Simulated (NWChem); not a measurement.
System: hydrazine (N2H4); SMILES NN

Here is an NWChem input.

```
start job
memory heap 200 mb stack 900 mb global 1100 mb
geometry units angstroms noautoz
  N     -0.060284     0.698870     0.062877
  N      0.060284    -0.698870     0.062877
  H      0.839627     1.107434     0.302782
  H     -0.338595     1.082555    -0.841649
  H     -0.839627    -1.107434     0.302782
  H      0.338595    -1.082555    -0.841649
end
basis spherical
  * library cc-pvdz
end
dft
  xc pbe0
  iterations 150
  vectors input atomic output neutral.movecs
end
task dft energy
charge 1
dft
  odft
  mult 2
  vectors input atomic output cation.movecs
end
task dft energy
```

Structure relaxed at the PBE0/def2-SVP level.

Ions are spin-unrestricted doublets at the neutral geometry; other ion states weren't tried.

Question: What results follow from this input? (PBE0/cc-pVDZ, vertical spin-unrestricted ions.) Quantities: basis functions; vertical ionisation energy, ΔSCF (eV); −ε(HOMO) (eV).

Answer: 
- number of basis functions = 48
- vertical ionisation energy, ΔSCF (eV) = 9.65
- −ε(HOMO) (eV) = 6.68
